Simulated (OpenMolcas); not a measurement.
# CH2FN (SMILES [H]/N=C/F): RI-MP2/6-31++G(d,p) (RICD fitting, spherical functions)

Aim: the energy change on altering one bond length of CH2FN at RI-MP2/6-31++G** (RICD fitting, spherical functions), from 2 runs. 

The results are computed with OpenMolcas 26.06.

7 further runs of the same task are left out: 2 that didn't finish, 5 set aside as unsound or not needed.

## 1. The molecule

CH2FN has 5 atoms, charge 0, and is taken as a singlet. As SMILES, `[H]/N=C/F`. The coordinates come from a PBE0-D4/def2-TZVP relaxation.

Bond lengths: N1–C2 1.242 Å, C2–F3 1.328 Å, N1–H4 1.016 Å, C2–H5 1.092 Å. Angles: N1–C2–F3 120.0°, N1–C2–H5 129.8°, F3–C2–H5 110.2°, C2–N1–H4 110.6°.

## 2. The energy at RI-MP2/6-31++G(d,p) (RICD fitting, spherical functions)

geom.xyz reads:

```xyz
5

N     -0.719900    -0.454400    -0.439800
C      0.296500    -0.034500     0.137300
F      1.242400    -0.884800     0.520800
H     -1.343900     0.314100    -0.667300
H      0.574800     0.986000     0.407600
```

mol.inp reads:

```
* CH2FN RI-MP2
>>> EXPORT MOLCAS_PRINT=2
&gateway
baslib=$CurrDir
coord=geom.xyz
basis=6-31ppGss
group=NoSym
ricd
acd
&seward
&scf
prorbitals=1 2
&mbpt2
frozen=3
```

The basis set 6-31++G** is read from a file made from the Basis Set Exchange's data (not shown).

Run with:

```bash
$ export MOLCAS_MEM=1860
$ pymolcas mol.inp > mol.log
```

Output:

```text
--- Start Module: gateway ---
[...]
--- Stop Module: gateway /rc=_RC_ALL_IS_WELL_ ---
[...]
      Basis functions           66
[...]
--- Start Module: scf ---
[...]
       Convergence after  12 Iterations
[...]
::    Total SCF energy                               -192.9066795869
[...]
      Total spin, S                                     0.0000000000
[...]
      Total electronic charge=   24.000000
      Total            charge=   -0.000000
[...]
      Dipole Moment (debye):
      Origin of the operator (angstrom)=    0.3468   -0.4738    0.1089
                   X= -3.5129E-01               Y=  3.3393E+00               Z=  2.3166E-01           Total=  3.3657E+00
      Quadrupole Moment (debye*angstrom):
[...]
--- Stop Module: scf /rc=_RC_ALL_IS_WELL_ ---
--- Start Module: mbpt2 ---
[...]
WARNING!
Default frozen orbitals as non valence orbitals is overwritten by user input.
Default values:   3
[...]
       Reference weight ( Cref**2 )         =        0.87828
::    Total MBPT2 energy                             -193.3769815177
[...]
--- Stop Module: mbpt2 /rc=_RC_ALL_IS_WELL_ ---
[...]
```

Wall time 1.9 s (1 thread of Arm Neoverse V2, shared host).

## 3. The distorted shape at the same level

geom.xyz reads:

```xyz
5

N     -2.244529    -1.084262    -1.305466
C      0.296500    -0.034500     0.137300
F      1.242400    -0.884800     0.520800
H     -2.868529    -0.315762    -1.532966
H      0.574800     0.986000     0.407600
```

mol.inp reads:

```
* CH2FN RI-MP2

&GATEWAY
 BASLIB
 $CurrDir
 COORD
 geom.xyz
 BASIS
 6-31ppGss
 GROUP
 NoSym
 RICD
 ACD

&SEWARD

&SCF
 PRORBITALS
 1 2

&MBPT2
 FROZEN
 3
```

The basis set 6-31++G** is read from a file made from the Basis Set Exchange's data (not shown).

Run with:

```bash
$ export MOLCAS_MEM=1860
$ pymolcas mol.inp > mol.log
```

Output:

```text
--- Start Module: gateway ---
[...]
--- Stop Module: gateway /rc=_RC_ALL_IS_WELL_ ---
[...]
      Basis functions           66
[...]
--- Start Module: scf ---
[...]
       Convergence after  17 Iterations
[...]
::    Total SCF energy                               -192.6199611379
[...]
      Total spin, S                                     0.0000000000
[...]
      Total electronic charge=   24.000000
      Total            charge=   -0.000000
[...]
      Dipole Moment (debye):
      Origin of the operator (angstrom)=   -0.1400   -0.6749   -0.1674
                   X= -1.4556E-01               Y=  2.9895E+00               Z=  2.9480E-01           Total=  3.0075E+00
      Quadrupole Moment (debye*angstrom):
[...]
--- Stop Module: scf /rc=_RC_ALL_IS_WELL_ ---
--- Start Module: mbpt2 ---
[...]
WARNING!
Default frozen orbitals as non valence orbitals is overwritten by user input.
Default values:   3
[...]
       Reference weight ( Cref**2 )         =        0.89274
::    Total MBPT2 energy                             -193.0296136279
[...]
--- Stop Module: mbpt2 /rc=_RC_ALL_IS_WELL_ ---
[...]
```

It took 2.1 s on 1 thread of Arm Neoverse V2, shared host.

## 4. Outcome

Level: RI-MP2/6-31++G** (RICD fitting, spherical functions), 3 core orbitals frozen.

| quantity | value |
| --- | --- |
| first shape: total energy | -193.37698 Eh |
| first shape: dipole moment (mean-field density) | 3.37 D |
| first shape: HOMO energy (Hartree–Fock orbitals) | -12.70 eV |
| first shape: LUMO energy (Hartree–Fock orbitals) | 0.97 eV |
| first shape: HOMO–LUMO gap (Hartree–Fock orbitals) | 13.66 eV |
| first shape: correlation energy (3 core orbitals frozen) | -470.3 mEh |
| distorted shape: total energy | -193.02961 Eh |
| distorted shape: dipole moment (mean-field density) | 3.01 D |
| distorted shape: HOMO energy (Hartree–Fock orbitals) | -11.07 eV |
| distorted shape: LUMO energy (Hartree–Fock orbitals) | 1.02 eV |
| distorted shape: HOMO–LUMO gap (Hartree–Fock orbitals) | 12.09 eV |
| distorted shape: correlation energy (3 core orbitals frozen) | -409.7 mEh |
| energy change with the N1–C2 bond stretched from 1.242 to 3.105 Å | 9.452 eV |

**Reading.** With the N1–C2 bond stretched from 1.242 to 3.105 Å the energy rises by 9.45 eV (218 kcal/mol). The first shape isn't relaxed at this level, so the change isn't measured from a minimum. A restricted reference can't describe the breaking bond well at this length.
